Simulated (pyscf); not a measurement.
Addition across a multiple bond or ene-type step: [Ga=AsH]• + hydrogen (H₂) → [HGa–AsH₂]•

Gas phase, doublet surface, charge 0. Bonds broken: H4–H5. Bonds formed: As1–H5, Ga2–H4. Single points on ωB97X-D3(BJ)/def2-SVP structures (PySCF, gas phase).

Transition state (Å):

```xyz
5

As    -0.2357    -1.2595     0.8242
Ga    -1.2503     1.0246     0.2885
H      0.2072    -1.2280    -0.6416
H     -2.6645    -0.0564    -0.1011
H     -1.9072    -0.8022     0.2517
```

One imaginary mode, 1632i cm⁻¹; descent along it reached the two sides named.

| bond | change | reactant side (Å) | saddle | product side |
|---|---|---|---|---|
| H4–H5 | breaks | 0.762 | 1.120 | 3.5 |
| As1–H5 | forms | 3.3 | 1.825 | 1.523 |
| Ga2–H4 | forms | 3.0 | 1.822 | 1.599 |

Electronic energies relative to the separated reactants (kJ/mol):

| level | barrier | reaction energy | reverse barrier |
|---|---|---|---|
| ωB97X-D3(BJ)/def2-TZVP | 82.1 | -52.4 | 134.5 |
| PBE/def2-TZVP | 42.0 | -49.8 | 91.7 |
| r²SCAN/def2-TZVP | 45.0 | -63.1 | 108.1 |
| B3LYP-D3(BJ)/def2-TZVP | 70.3 | -36.8 | 107.1 |
| PBE0-D3(BJ)/def2-TZVP | 52.5 | -58.8 | 111.3 |
| M06-2X/def2-TZVP | 81.7 | -36.5 | 118.2 |
| ωB97M-D3(BJ)/def2-TZVP | 78.1 | -43.1 | 121.2 |
| HF/def2-TZVP | 145.9 | -34.7 | 180.6 |

With ωB97M-D3(BJ)/def2-TZVP energies and thermal terms (ideal gas, 1 atm, RRHO with modes under 100 cm⁻¹ raised to 100, one conformer, R ln 2 for chiral ones without a mode under 150 cm⁻¹), in kJ/mol:

| T (K) | ΔH‡ | ΔG‡ | ΔH | ΔG |
|---|---|---|---|---|
| 298 | 74.5 | 107.7 | -36.5 | -4.5 |
| 600 | 71.6 | 142.8 | -37.7 | +28.7 |
| 900 | 71.8 | 178.5 | -36.2 | +61.7 |
| 1200 | 73.3 | 213.8 | -33.2 | +93.9 |

This saddle turned up in a search for another step; its sides and bond changes are read from the two ends of the descent. This is the saddle that the search found; another between the same sides may lie lower. Elements up to Kr have no core potential and no relativistic terms here.
